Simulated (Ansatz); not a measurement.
## Molecular dynamics of CH$_{5}$OSi

The input (input.yaml):

```yaml
crystal:
  periodic: [false, false, false]
  atoms:
    - { symbol: H, position_ang: [0.24736, -0.461085, -0.055855] }
    - { symbol: C, position_ang: [0.709557, -1.091248, -1.254842] }
    - { symbol: O, position_ang: [1.724156, -0.738858, -1.79155] }
    - { symbol: Si, position_ang: [-0.475949, 0.702987, 0.993135] }
    - { symbol: H, position_ang: [-0.193948, -1.512452, -1.80753] }
    - { symbol: H, position_ang: [0.575986, 1.108585, 1.996688] }
    - { symbol: H, position_ang: [-0.933774, 1.913734, 0.215679] }
    - { symbol: H, position_ang: [-1.653387, 0.078438, 1.704175] }
magnetization:
  spin_polarized: true
  initial_magnetization: 1
basis:
  gaussian: { orbitals: cc-pVDZ }
hamiltonian:
  xc: pbe
md:
  timestep: 0.5
  n_steps: 200
  ensemble: nve
  temperature: 300.0
  initial_velocities: maxwell_boltzmann
  seed: 8775
```

Command:

```bash
$ ansatz run input.yaml --threads 2 --pin off --max-ram 3072MiB --backend cpu --events-out ev --progress --plain --runs-dir out
```

It starts at the highest image of a converged band. Of that band: A structure lower than the first end lies on the path between it and the top, so the climb from that side starts below the end, which may itself be a saddle point or a shallow side well. A vibrational analysis at the climbing image gives one clearly imaginary mode, 811i cm⁻¹: a first-order saddle point.

Output, in part (one step line in 7, the closing report, with atoms numbered from 0):

```
md step     0: t =     0.00 fs  T =   300.0 K  F+E_penalty+E_count = -11032.38210571 eV  E_kin = 0.232668 eV  conserved = -11032.14943771 eV  (42 SCF iters)
md step     7: t =     3.50 fs  T =   164.2 K  F+E_penalty+E_count = -11032.27595244 eV  E_kin = 0.127354 eV  conserved = -11032.14859813 eV  (27 SCF iters)
md step    14: t =     7.00 fs  T =   121.8 K  F+E_penalty+E_count = -11032.24336941 eV  E_kin = 0.094484 eV  conserved = -11032.14888528 eV  (34 SCF iters)
md step    21: t =    10.50 fs  T =   116.8 K  F+E_penalty+E_count = -11032.23929127 eV  E_kin = 0.090615 eV  conserved = -11032.14867642 eV  (34 SCF iters)
md step    28: t =    14.00 fs  T =   228.2 K  F+E_penalty+E_count = -11032.32612324 eV  E_kin = 0.177003 eV  conserved = -11032.14911977 eV  (32 SCF iters)
md step    35: t =    17.50 fs  T =   252.6 K  F+E_penalty+E_count = -11032.34495269 eV  E_kin = 0.195935 eV  conserved = -11032.14901745 eV  (33 SCF iters)
md step    42: t =    21.00 fs  T =   220.1 K  F+E_penalty+E_count = -11032.31951184 eV  E_kin = 0.170687 eV  conserved = -11032.14882482 eV  (33 SCF iters)
md step    49: t =    24.50 fs  T =   194.2 K  F+E_penalty+E_count = -11032.29965134 eV  E_kin = 0.150651 eV  conserved = -11032.14900051 eV  (32 SCF iters)
md step    56: t =    28.00 fs  T =   150.1 K  F+E_penalty+E_count = -11032.26491011 eV  E_kin = 0.116439 eV  conserved = -11032.14847063 eV  (31 SCF iters)
md step    63: t =    31.50 fs  T =   323.3 K  F+E_penalty+E_count = -11032.40008044 eV  E_kin = 0.250706 eV  conserved = -11032.14937413 eV  (29 SCF iters)
md step    70: t =    35.00 fs  T =   285.5 K  F+E_penalty+E_count = -11032.37006748 eV  E_kin = 0.221449 eV  conserved = -11032.14861897 eV  (32 SCF iters)
md step    77: t =    38.50 fs  T =   362.1 K  F+E_penalty+E_count = -11032.43015743 eV  E_kin = 0.280823 eV  conserved = -11032.14933492 eV  (31 SCF iters)
md step    84: t =    42.00 fs  T =   241.6 K  F+E_penalty+E_count = -11032.33582532 eV  E_kin = 0.187347 eV  conserved = -11032.14847860 eV  (31 SCF iters)
md step    91: t =    45.50 fs  T =   296.1 K  F+E_penalty+E_count = -11032.37873175 eV  E_kin = 0.229635 eV  conserved = -11032.14909667 eV  (33 SCF iters)
md step    98: t =    49.00 fs  T =   307.3 K  F+E_penalty+E_count = -11032.38712217 eV  E_kin = 0.238343 eV  conserved = -11032.14877961 eV  (32 SCF iters)
md step   105: t =    52.50 fs  T =   395.1 K  F+E_penalty+E_count = -11032.45553103 eV  E_kin = 0.306407 eV  conserved = -11032.14912411 eV  (32 SCF iters)
md step   112: t =    56.00 fs  T =   389.8 K  F+E_penalty+E_count = -11032.45128293 eV  E_kin = 0.302330 eV  conserved = -11032.14895297 eV  (30 SCF iters)
md step   119: t =    59.50 fs  T =   334.6 K  F+E_penalty+E_count = -11032.40827140 eV  E_kin = 0.259475 eV  conserved = -11032.14879603 eV  (32 SCF iters)
md step   126: t =    63.00 fs  T =   349.1 K  F+E_penalty+E_count = -11032.41973020 eV  E_kin = 0.270753 eV  conserved = -11032.14897757 eV  (33 SCF iters)
md step   133: t =    66.50 fs  T =   338.3 K  F+E_penalty+E_count = -11032.41116973 eV  E_kin = 0.262393 eV  conserved = -11032.14877710 eV  (32 SCF iters)
md step   140: t =    70.00 fs  T =   446.8 K  F+E_penalty+E_count = -11032.49577113 eV  E_kin = 0.346483 eV  conserved = -11032.14928814 eV  (32 SCF iters)
md step   147: t =    73.50 fs  T =   393.7 K  F+E_penalty+E_count = -11032.45397716 eV  E_kin = 0.305309 eV  conserved = -11032.14866785 eV  (32 SCF iters)
md step   154: t =    77.00 fs  T =   420.5 K  F+E_penalty+E_count = -11032.47520894 eV  E_kin = 0.326134 eV  conserved = -11032.14907489 eV  (33 SCF iters)
md step   161: t =    80.50 fs  T =   348.4 K  F+E_penalty+E_count = -11032.41900356 eV  E_kin = 0.270235 eV  conserved = -11032.14876863 eV  (31 SCF iters)
md step   168: t =    84.00 fs  T =   396.6 K  F+E_penalty+E_count = -11032.45674873 eV  E_kin = 0.307621 eV  conserved = -11032.14912734 eV  (32 SCF iters)
md step   175: t =    87.50 fs  T =   405.9 K  F+E_penalty+E_count = -11032.46366106 eV  E_kin = 0.314831 eV  conserved = -11032.14882988 eV  (32 SCF iters)
md step   182: t =    91.00 fs  T =   433.3 K  F+E_penalty+E_count = -11032.48499608 eV  E_kin = 0.336024 eV  conserved = -11032.14897234 eV  (32 SCF iters)
md step   189: t =    94.50 fs  T =   425.9 K  F+E_penalty+E_count = -11032.47923676 eV  E_kin = 0.330288 eV  conserved = -11032.14894918 eV  (30 SCF iters)
md step   196: t =    98.00 fs  T =   374.4 K  F+E_penalty+E_count = -11032.43925906 eV  E_kin = 0.290400 eV  conserved = -11032.14885932 eV  (34 SCF iters)
md step   200: t =   100.00 fs  T =   393.4 K  F+E_penalty+E_count = -11032.45415849 eV  E_kin = 0.305116 eV  conserved = -11032.14904244 eV  (29 SCF iters)
Total energy: -11032.45419457 eV, -405.4352135844 hartree
Atom 0 at    -0.145865    -0.087048     0.495553 Å, force     0.485191    -0.170098    -0.543733 eV/Å
Atom 1 at     1.142966    -1.708935    -1.752774 Å, force    -0.159262     0.220738    -0.287718 eV/Å
Atom 2 at     1.840464    -0.808849    -2.120293 Å, force    -0.543453    -0.529339     0.102385 eV/Å
Atom 3 at    -0.694591     0.979132     1.352517 Å, force    -0.697927     0.506804     0.292234 eV/Å
Atom 4 at     0.089595    -2.000557    -2.217555 Å, force     0.701327     0.315151     0.187022 eV/Å
Atom 5 at     0.114442     1.055225     2.625497 Å, force    -0.193399    -0.088491     0.030400 eV/Å
Atom 6 at    -0.791960     2.386345     0.781064 Å, force     0.271504    -0.305818    -0.151176 eV/Å
Atom 7 at    -2.142552     0.550348     1.506460 Å, force     0.136018     0.051054     0.370585 eV/Å
Dipole moment:    -0.199713    -0.113448    -0.050024 e Å
```

The run went to its last step. The conserved energy stayed within 0.14 meV per atom of its start (net change 0.05 meV per atom), so the integration is sound. A run of 0.1 ps of so small a system gives no equilibrium averages.

Between its relaxed ends the band would form H1–Si4 and break H1–C2. These pairs go: H1–Si4 1.73 → 1.47 Å, H1–C2 1.43 → 3.06 Å. In the last frame they stand as after the step (other bonds may differ from the relaxed reactants and products). It ends as CHO + H4Si. Pairs count as bonded within 1.25 times the sum of covalent radii (0.12 Å more for H–H).

Last frame:

```xyz
8
Properties=species:S:1:pos:R:3
H -0.146 -0.087 0.496
C 1.143 -1.709 -1.753
O 1.841 -0.809 -2.120
Si -0.695 0.979 1.353
H 0.090 -2.001 -2.218
H 0.114 1.055 2.626
H -0.792 2.386 0.781
H -2.143 0.550 1.506
```

Run time: 3.6 min on 2 threads of Intel(R) Xeon(R) Platinum 8488C (Sapphire Rapids), on a shared host, peak memory 0.16 GiB.
